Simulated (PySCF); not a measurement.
# Gas-phase XPS of HOCN, computed

HOCN.
SMILES with atom numbers: `[N:1]#[C:2][OH:3]`

Cartesian coordinates in Å at the PBE0-D3(BJ)/def2-SVP level; atoms count from 1:
```xyz
4
CHNO angstrom
N      0.375   -1.575   -0.147
C      0.147   -0.440   -0.067
O     -0.088    0.818    0.082
H     -0.433    1.197   -0.739
```

The calculation used PySCF 2.14.0, delta-SCF UKS SCAN, pcX-2 on the ionised atom, pcseg-1 elsewhere, spin-free X2C. Each binding energy is the total energy of the core-ionised species, with the hole localised on one atom, minus that of the ground state; both are solved self-consistently, so orbital relaxation is included.

Problem. Give the core binding energies atom by atom.

Solution. 
| atom(s) | bonded to | level | binding energy (eV) | count |
| --- | --- | --- | --- | --- |
| N1 | C (triple bond) | N 1s | 405.75 | 1 |
| C2 | O and N (triple bond) | C 1s | 294.54 | 1 |
| O3 | C and H | O 1s | 542.43 | 1 |

Problem. Express the binding energy of C 1s of C2 in atomic units and per mole.

Solution. 294.54 eV = 10.8241 Eh = 28419 kJ/mol.

Problem. Which photon energy gives electrons from C 1s of C2 a kinetic energy of 150 eV, and what is their de Broglie wavelength?

Solution. hν = 294.54 + 150 = 444.54 eV, recoil neglected; λ = 12.264 Å/√(E/eV) = 1.00 Å.

Isolated species at its PBE0-D3(BJ)/def2-SVP geometry, gas phase.

The run took 4.6 s on one thread of an Arm Neoverse V2, no GPU, shared host with 192 logical CPUs at a one-minute load of 72, and the process peaked at 0.41 GiB of memory.
